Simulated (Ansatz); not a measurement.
The first iterations of a band of BH$_{2}$O (4 atoms, charge 0, multiplicity 2).

These are results of Ansatz 0.2.0, UKS BLYP/STO-3G, not measurements.

```yaml
movable_images: 9
climbing_image: yes
spring: 5.0 eV/Å²
optimiser: quadratic models (default)
start_path: through a guess of the saddle point
force_threshold: 0.05 eV/Å
iteration_limit: 60
end_points: relaxed
```

Initial state:

```xyz
4
Properties=species:S:1:pos:R:3
B -0.011 -0.007 -0.022
O 1.053 -0.351 0.692
H -1.050 -0.570 0.138
H 0.063 0.868 -0.828
```

Final state:

```xyz
4
Properties=species:S:1:pos:R:3
B -0.609 -0.126 -0.125
O 0.708 0.148 0.091
H -1.074 -0.999 0.537
H 1.032 0.917 -0.523
```

| iteration | highest image above the first end (eV) | largest band force component (eV/Å) |
| --- | --- | --- |
| 1 | 2.741 | 2.168 |
| 2 | 2.704 | 1.038 |

Task: Does the band converge within its limit, and where does its top end?

Result: The forces met the threshold. It ended after 5 iterations with the highest image 2.707 eV above the first end. A vibrational analysis at the climbing image gives one clearly imaginary mode, 2022i cm⁻¹: a first-order saddle point. Limits of this set-up: minimal basis.

The run took 47 s on 1 thread of Intel(R) Xeon(R) Processor @ 2.50GHz (Skylake/Cascade Lake), on a shared host, peak memory 0.093 GiB.
